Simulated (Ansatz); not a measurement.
A nudged elastic band was laid between two geometries of C₃H₆FN (11 atoms, charge 0, multiplicity 1).

These are results of Ansatz, RKS B3LYP/6-31G, not measurements.

```json
{
  "movable images": "7",
  "climbing image": "yes",
  "spring": "5.0 eV/Å²",
  "optimiser": "quadratic models (default)",
  "start path": "IDPP",
  "force threshold": "0.05 eV/Å",
  "iteration limit": "53",
  "end points": "relaxed"
}
```

First end point:

```xyz
11
Properties=species:S:1:pos:R:3
N -0.604 1.401 0.236
C -0.072 0.131 0.441
F 0.035 -0.265 1.839
C -0.379 -1.016 -0.473
C 1.036 -0.413 -0.409
H -0.028 2.192 0.490
H -1.591 1.524 0.417
H -0.982 -0.816 -1.351
H -0.526 -1.987 -0.015
H 1.802 -0.995 0.090
H 1.374 0.188 -1.245
```

Last end point:

```xyz
11
Properties=species:S:1:pos:R:3
N -0.603 1.401 0.236
C -0.072 0.131 0.442
F 0.034 -0.264 1.840
C -0.379 -1.016 -0.472
C 1.035 -0.414 -0.409
H -1.590 1.527 0.415
H -0.027 2.192 0.487
H -0.982 -0.817 -1.350
H -0.526 -1.988 -0.015
H 1.801 -0.996 0.089
H 1.374 0.188 -1.244
```

Task: Which bonds break or form, and what moves?

Result: No bond is made or broken. The dihedral H7–N1–C2–F3 goes from -71 to 71°. The two ends are copies of one structure, up to a mirror image or an exchange of like atoms.

Task: Give the energies along the band, and the barrier.

Result: The run converged. The highest image is number 4 of 0 to 8, 0.49 eV above the ends, which have the same energy within 2 meV. A vibrational analysis at the climbing image gives 2 clearly imaginary modes (406i, 361i cm⁻¹): a point of higher order, so a lower path passes nearby. Limits of this set-up: no polarisation functions.

```csv
image,path coordinate (Å),energy (eV),dihedral H7–N1–C2–F3 (°)
0,0.00,0.00,-71
1,0.47,0.07,-94
2,0.93,0.25,-122
3,1.40,0.42,-152
4,1.86,0.49,-180
5,2.33,0.42,153
6,2.79,0.25,122
7,3.26,0.07,94
8,3.72,0.00,71
```

Task: What is the geometry of the highest image?

Result: 
```xyz
11
Properties=species:S:1:pos:R:3
N -0.513 1.448 0.391
C 0.044 0.147 0.461
F 0.441 -0.089 1.807
C -0.475 -1.052 -0.280
C 0.925 -0.468 -0.589
H -0.557 1.991 1.233
H -0.863 1.825 -0.470
H -1.275 -0.898 -0.998
H -0.517 -2.001 0.244
H 1.787 -1.040 -0.265
H 1.069 0.080 -1.515
```

The run took 3.9 min on 1 thread of AMD EPYC (Zen 3), with other jobs on the host, peak memory 0.14 GiB.
